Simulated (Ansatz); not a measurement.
GaS (P6₃/mmc, No. 194) was calculated with PBE0-D4 (Ansatz, a quantum-chemistry and plane-wave program, PAW).

Settings: plane-wave cutoff 500 eV, 12×12×2 k mesh (along the axes of the cell as run), gaussian smearing 0.02 eV, scalar-relativistic PAW data made under PBE.

Computed at the level's own relaxed cell.

**Question.** Give the computed equilibrium volume per atom, lattice parameter a and lattice parameter c.

**Answer.** 
- equilibrium volume per atom = 20.81 Å³/atom
- lattice parameter a = 3.556 Å
- lattice parameter c = 15.204 Å

Static lattice: no zero-point or thermal effects.
